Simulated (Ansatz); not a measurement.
**MgBH3 (SMILES [BH2][MgH]): one structure at several levels**

An exercise on one series of results from a longer session: the logs are not shown, and one member is left open.

Method: single points in def2-TZVPP; program: Ansatz 0.2.0, Gaussian basis.

Cores are frozen in the correlated methods. The outer core shell of Li, Na, Mg and K is correlated.

## Where the work starts

SMILES `[BH2][MgH]`, 5 atoms, charge 0, spin multiplicity 1.

Atoms are counted from 1 here; the program's logs count them from 0.

Bond lengths: B1–Mg2 2.090 Å, B1–H3 1.195 Å, B1–H4 1.159 Å, Mg2–H5 1.807 Å. Angles: Mg2–B1–H3 132.6°, Mg2–B1–H4 124.2°, H3–B1–H4 103.1°, B1–Mg2–H5 172.1°.

Coordinates:

```
B     0.00850   -0.87150    0.27330
Mg    0.05990    1.10710   -0.39660
H     0.73230   -1.50330    0.98390
H    -0.76460   -1.65930   -0.08110
H    -0.12280    2.83990   -0.87410
```

Set-up of the first run:

run/in.yaml reads:

```yaml
crystal:
  periodic: [false, false, false]
  atoms:
    - {symbol: B, position_ang: [0.008500, -0.871500, 0.273300]}
    - {symbol: Mg, position_ang: [0.059900, 1.107100, -0.396600]}
    - {symbol: H, position_ang: [0.732300, -1.503300, 0.983900]}
    - {symbol: H, position_ang: [-0.764600, -1.659300, -0.081100]}
    - {symbol: H, position_ang: [-0.122800, 2.839900, -0.874100]}
basis:
  gaussian: {orbitals: def2-TZVPP}
correlation: {method: ccsd_t}
output: {forces: true}
```

The command line of these runs was not kept.

Among the steps run: CCSD(T)/def2-TZVPP; PBE0-D4/def2-TZVPP; wB97M-V/def2-TZVPP; r2SCAN-D4/def2-TZVPP; PBE-D4/def2-TZVPP; BHLYP-D4/def2-TZVPP; CAM-B3LYP-D4/def2-TZVPP.

One table of the session follows, with a row left open; its other results are not shown here.

```
      method  RMS force component (eV/Å)  angle to CCSD(T) forces (°)  dipole (D)
     CCSD(T)                       0.901                    reference        0.97
     PBE0-D4                       0.875                          1.4        1.08
     wB97M-V                       0.868                          3.4        1.07
   r2SCAN-D4                           ?                            ?           ?
      PBE-D4                       0.848                          5.9        1.08
    BHLYP-D4                       0.925                          7.3        1.06
CAM-B3LYP-D4                       0.875                          3.3        1.05
```

Estimate the missing values for r2SCAN-D4.

As computed: RMS force component (eV/Å): 0.875; angle to CCSD(T) forces (°): 1.6; dipole (D): 1.09.
